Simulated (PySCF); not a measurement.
## SH3, doublet: computed properties

All numbers come from UPBE0/[S def2-TZVP, H def2-TZVP], no relativity, density fitting, PySCF.

The structure is a higher-order saddle point with 3 imaginary modes.

```
Point group                                                                   : D3h
Bond lengths                                                                  : S–H 1.484 Å (×3)
Bond angles                                                                   : H–S–H 120.0° (×3)
Rotational constants                                                          : 5.062, 5.062, 2.531 cm⁻¹
Principal quadrupole moments (Buckingham, traceless) about the centre of mass : -2.41, 1.20, 1.20 D Å
Highest occupied level (α)                                                    : -4.42 eV
Zero-point energy (real modes)                                                : 27.4 kJ/mol
Dipole moment                                                                 : 0.00 D
Atomisation energy without zero-point energy                                  : 630 kJ/mol
Lowest empty level (β)                                                        : -1.35 eV
Principal polarisabilities                                                    : 16.0, 45.7, 45.7 bohr³
Spin squared ⟨S²⟩                                                             : 0.765
```

Harmonic modes (masses in u: S 31.972, H 1.008):
| symmetry | ω (cm⁻¹) | IR (km/mol, summed over degenerate members) | μ (u) |
| --- | --- | --- | --- |
| e' | 1691i | – | 1.01 |
| a2'' | 307i | – | 1.10 |
| e' | 1293 | 841 | 1.10 |
| a1' | 1989 | 0.0 | 1.01 |

In D3h the vibrations span 2e' + a2'' + a1'. The a1' mode carries no infrared intensity, as symmetry demands.

Charges (e):
```tsv
atom	Mulliken	Löwdin	polar tensor	spin (Mulliken)	Mayer order to S1
S1	-0.14	0.05	0.63	-0.14	–
H2,3,4	0.05	-0.02	-0.21	0.38	0.67
```

Mulliken populations on S1: s 5.79, p 10.23, d 0.11, f 0.01.

Outer orbital energies (eV). α occupied: -21.23, -13.20, -13.20, -8.32, -4.42; empty: -0.36, -0.36, 4.57, 4.89. β occupied: -20.91, -12.51, -12.51, -7.91; empty: -1.35, 0.49, 0.49, 5.19.

This need not be the most stable arrangement of these atoms. At this level a doublet minimum of Cs symmetry lies 112 kJ/mol below this structure.

The final relaxation and frequency run took roughly 40 core-seconds on a shared host.
